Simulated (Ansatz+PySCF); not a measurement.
Results of a calculation; reference values are marked as such.
**Several solutions for singlet HF**

```xyz
2

H     0.0000    0.0000   -0.8282
F     0.0000    0.0000    0.0920
```

Basis set: def2-SVP (spherical functions). Charge 0, multiplicity 1.

CASSCF(2,2) was run from several starts with Ansatz (development build ahead of 0.2.0) and PySCF 2.14.0. The starts are those of the Hartree–Fock orbitals from which the active space was taken at the frontier.

| run | program | start | converged | energy (hartree) | <S²> |
| --- | --- | --- | --- | --- | --- |
| A | Ansatz | search for the lowest state | yes | -99.95581 | 0.00 |
| B | Ansatz | atomic start, no search | yes | -99.93696 | 0.00 |
| C | PySCF | program defaults | yes | -99.93696 | 0.00 |
| D | Ansatz | stability test followed | yes | -99.95581 | 0.00 |

Which runs reached the lowest solution of this kind, and what is wrong with the others?

A, D reached the lowest solution found. Converged but too high: B by 0.51 eV, C by 0.51 eV. Convergence only shows a stationary point; in CASSCF the end hangs on which orbitals enter the active space. Caution: other starts end on other solutions of this active space.
